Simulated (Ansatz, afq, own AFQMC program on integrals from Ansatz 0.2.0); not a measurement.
**P⁺, quintet in cc-pVTZ, levels against full CI**

A free P cation.

Basis cc-pVTZ. Only valence electrons are correlated. AFQMC by an in-house program on the Cholesky factors that Ansatz 0.2.0 writes for its CCSD(T) run. ph-AFQMC/CISD is guided by a CISD state made of CCSD amplitudes; releasing the constraint for a short imaginary time cuts its bias at the price of noise, slowly where states lie close. ± is one standard error of the sampling.

Determinant: UHF, the one that the program's search chose, which needn't be the lowest solution.

Full CI on the same integrals is exact in this basis and with this determinant's frozen core.

Cautions: another spin lies lower (by 5.35 eV).

```
T1 diagnostic                               : 0.0013
weight of the determinant in the CISD state : 0.980
⟨S²⟩ of the determinant                     : 6.000
size of the correlated space                : 4 electrons in 29 orbitals
```

| level | correlation energy (eV) |
| --- | --- |
| MP2 | -0.6310 |
| CCSD | -0.8564 |
| CCSD(T) | -0.8676 |

**Question.** Estimate where full CI lies against CCSD(T) on the same integrals.

**Answer.** 0.08 kcal/mol below CCSD(T).

Reference: full CI, correlation energy -0.871 eV. The released energy is read at 2.40 1/Eh (meV from the phaseless value at times in 1/Eh: -0.5 ± 0.3 at 0.24, -0.43 ± 0.16 at 0.51, -0.68 ± 0.13 at 0.99, -0.81 ± 0.16 at 1.62, -0.77 ± 0.13 at 2.40).

```csv
level,E − E(reference) (kcal/mol),share of correlation (%)
CCSD(T),0.08,99.59
CCSDT,0.00,100.00
CCSDT(Q),0.00,100.00
ph-AFQMC/CISD,0.02 ± 0.005,99.92
released AFQMC,0.00 ± 0.003,100.01
```

CCSDT and higher add their correlation energy to the determinant of the CCSD(T) run, since their own runs factorise the integrals more tightly (a shift of under 2 meV). A walk keeps the symmetry of its determinant, which the program's search chose and which needn't be the lowest solution, so a lower state of the same spin and another symmetry isn't excluded. Released energies are given only where the last usable release times agree within the noise; a slower fall can still hide under it.
